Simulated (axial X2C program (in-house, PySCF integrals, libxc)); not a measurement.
# Potential curves of O₂, two-component

Calculated with an axial X2C code built on PySCF integrals. Two-component (2c) means X2C with spin–orbit coupling and atomic mean-field two-electron Coulomb and Gaunt terms. Basis: O dyall-av3z [7s6p3d2f] (cores contracted in-house); Gaussian nuclei, density fitting, unrestricted open shells. Masses: O 15.995 u.

State: Ω = 1 (⟨Sz⟩ = 1.00, ⟨Lz⟩ = 0.00 at PBE50). Energies in kJ/mol from the fragments at the same level (O + O). Fits are polynomials in 1 − R0/R over 0.85 to 1.23 times the lowest point R0.

```tsv
R (Å)	PBE50	CCSD(T)
1.0396	-328.63	
1.0875	-403.72	-402.95
1.1233	-433.36	-443.33
1.1592	-445.62	-466.77
1.1950	-444.19	-476.88
1.2368	-429.24	-475.85
1.2787	-403.42	-464.44
1.3324	-359.09	-439.07
1.3982	-293.59	
1.4938	-187.25
```

Correlated methods: 12 electrons correlated (number of frozen shells: O 1 s), 196 virtual spin orbitals or spinors in MP2, 90 natural virtuals in coupled cluster.

The state is one determinant whose occupation by symmetry is held fixed; it was picked as the lowest of a PBE0 search that is not exhaustive. De is counted from the lowest determinant-based energies of the atoms at the same level, without counterpoise correction. Density functionals use the spin component along the axis (collinear). CCSD and (T) use frozen natural virtuals with an MP2 correction for the truncation; (T) itself is uncorrected, so its De runs slightly low. A 2c atom that is not at its ground J level misses part of its spin–orbit lowering, and De is too large by that part (0.04 eV or less for light atoms). This holds for PBE50. The functionals have no current-density term, which raises determinants with orbital currents, atoms included. With several unpaired electrons one determinant need not be a pure state. Open-shell Ω = 0 determinants with evenly filled partner blocks cannot be reached by this program, so the Ω shown need not be the lowest component. This is the Ω = 1 component of a π² triplet; the 0⁺ component is not one determinant and can lie lowest. Coupled cluster ran on the points near the minimum only. MP2 and coupled cluster on one determinant become unreliable at the stretched end.

Fit the PBE50 curve near its minimum: give the equilibrium distance, the harmonic wavenumber and the well depth.

At PBE50, 2c: Re = 1.173 Å, ωe ≈ 1850 cm⁻¹, De = 4.63 eV to O + O; Be follows as 1.53 cm⁻¹.

What are Re, ωe and De at the CCSD(T) level?

At CCSD(T), 2c: Re = 1.212 Å, ωe ≈ 1580 cm⁻¹, De = 4.95 eV to O + O; Be follows as 1.44 cm⁻¹.
